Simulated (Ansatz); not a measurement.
Input file for CH5Si, SMILES `[CH2][SiH3]` radical:

```yaml
crystal:
  periodic: [false, false, false]
  atoms:
    - {symbol: C, position_ang: [-0.172640, -1.103022, 0.047381]}
    - {symbol: Si, position_ang: [0.132340, 0.709829, -0.028982]}
    - {symbol: H, position_ang: [-1.139022, -1.522164, 0.308478]}
    - {symbol: H, position_ang: [0.588313, -1.834813, -0.203813]}
    - {symbol: H, position_ang: [-0.191158, 1.256632, -1.379078]}
    - {symbol: H, position_ang: [-0.719680, 1.420065, 0.961831]}
    - {symbol: H, position_ang: [1.563148, 1.005574, 0.248484]}
basis:
  gaussian: {orbitals: def2-SVP}
magnetization: {spin_polarized: true, initial_magnetization: 1}
correlation: {method: ccsd_t}
scf: {omitted_lower_state_checks: [cluster_reference]}
```

```sh
$ ansatz run in.yaml --threads 2 --pin off --events-out ev --progress --plain
```

Log, shortened:

```
Functional definition: HF
573 factors; integrals over basis functions are off by at most 1.2e-3 eV
mean field evaluation 1: about -8965.8866 eV, gradient 1.3e1 eV
mean field evaluation 2: about -8965.8868 eV, gradient 1.3e1 eV
mean field evaluation 4: about -8967.2892 eV, gradient 1.6e0 eV
mean field evaluation 8: about -8967.3198 eV, gradient 7.7e-4 eV
mean field -8967.31983898 eV, -329.5429258147 hartree, gradient 2.1e-6 eV, S^2 0.760433; 0 other end points of the search recorded, 0 dependent functions left out
6 core orbitals not correlated: weight in the atoms' cores, before any rotation towards them, 1.000 or more for the frozen orbitals, at most 0.000 for the correlated occupied ones
reference -8967.31983898 eV, -329.5429258147 hartree; 7, 6 occupied and 44, 45 virtual orbitals, 573 factors
second order -6.02142047 eV of doubles, -0.00000000 eV of singles
cycle   1  -6.86530412 eV  change   -8.4e-1 eV  update   6.2e-2
cycle   2  -7.14884685 eV  change   -2.8e-1 eV  update   2.1e-2
cycle   3  -7.16793406 eV  change   -1.9e-2 eV  update   7.2e-3
cycle   4  -7.16746076 eV  change    4.7e-4 eV  update   3.0e-3
cycle   5  -7.16755015 eV  change   -8.9e-5 eV  update   1.3e-3
cycle   6  -7.16769975 eV  change   -1.5e-4 eV  update   3.9e-4
cycle   7  -7.16779851 eV  change   -9.9e-5 eV  update   1.5e-4
cycle   8  -7.16781104 eV  change   -1.3e-5 eV  update   5.1e-5
cycle   9  -7.16779616 eV  change    1.5e-5 eV  update   1.8e-5
cycle  10  -7.16779506 eV  change    1.1e-6 eV  update   6.9e-6
perturbative correction -0.15771510 eV, -0.0057959229 hartree
Total energy: -8974.64534914 eV, -329.8121333477 hartree
Checks for a lower state left out: cluster_reference
```

Hardware: 2 threads of a server CPU on a shared host. Wall time 1.2 s, peak host memory 0.18 GiB.

The correlation energy is -7.326 eV, 2.2 % of it from (T); the T1 diagnostic reads 0.0111.
